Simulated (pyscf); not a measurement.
H₃C–Ga(CH₃)–OH (SMILES [CH3][Ga]([CH3])[OH]) + H₂ (SMILES [H][H]) → H₃C–GaH–CH₃ (SMILES [CH3][GaH][CH3]) + H₂O (SMILES O) (four-centre exchange; singlet surface; Ga–O, H–H broken, Ga–H, H–O formed). Single points on ωB97X-D3(BJ)/def2-SVP structures (PySCF, gas phase). Energies in eV from the separated reactants.

```
level                      barrier  reaction energy
----------------------  ----------  ---------------
PBE/def2-TZVP                 0.81            +0.62
r²SCAN/def2-TZVP        (withheld)            +0.69
PBE0-D3(BJ)/def2-TZVP   (withheld)       (withheld)
M06-2X/def2-TZVP              1.01            +0.79
ωB97M-D3(BJ)/def2-TZVP        0.97            +0.58
HF/def2-TZVP                  1.46            +0.48
```

What belongs in the gaps?


- r²SCAN/def2-TZVP, barrier: 0.84
- PBE0-D3(BJ)/def2-TZVP, barrier: 0.83
- PBE0-D3(BJ)/def2-TZVP, reaction energy: +0.57

The functionals in the table span 0.20 eV in this barrier, from PBE to M06-2X. On the product side the descent ends in an adduct with a Ga–O contact, 0.60 eV under the separated species and 0.93 eV under the saddle at ωB97X-D3(BJ)/def2-TZVP. What is counted as broken (Ga–O) persists as a longer contact in the product adduct; parting that adduct is a step of its own. At the saddle there is also a short Ga–H contact that neither side keeps. This is the saddle that the search found; another between the same sides may lie lower. Elements up to Kr have no core potential and no relativistic terms here.
